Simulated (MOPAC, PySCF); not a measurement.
Potential energy surface of H2P, doublet: symmetric bend, bond length relaxed. Scanned: H-P-H angle. Other coordinates (P-H bond length) were minimised at B3LYP/def2-TZVP. Each profile is relative to its own lowest point.

| a / ° | A | B | C |
|---|---|---|---|
| 180 | 311.6 | 280.4 | — |
| 170 | 297.0 | 269.9 | — |
| 160 | 256.3 | 238.2 | — |
| 150 | 201.1 | 189.9 | 115.9 |
| 140 | 144.7 | 137.3 | 80.5 |
| 130 | 94.4 | 89.2 | 49.3 |
| 120 | 53.2 | 49.5 | 24.7 |
| 110 | 22.9 | 20.5 | 7.9 |
| 100 | 4.7 | 3.6 | 0.0 |
| 90 | 0.0 | 0.0 | 2.1 |
| 80 | 9.8 | 11.1 | 14.4 |
| 70 | 35.0 | 37.5 | 37.5 |
| 60 | 75.3 | 78.3 | 70.0 |

Energies in kJ/mol.

Problem. Match the curves with the methods AM1, unrestricted, heats of formation (MOPAC); unrestricted B3LYP/6-31G*, spherical d (PySCF); PySCF with unrestricted B3LYP/LANL2DZ, with its core potentials past Ne.

Solution. A is UKS-B3LYP/6-31G*; B is UKS-B3LYP/LANL2DZ; C is AM1.

Dashes: no converged value, or the column stops at the first point that the program doubted or that broke a chosen test of continuity, which isn't proof of a fault.
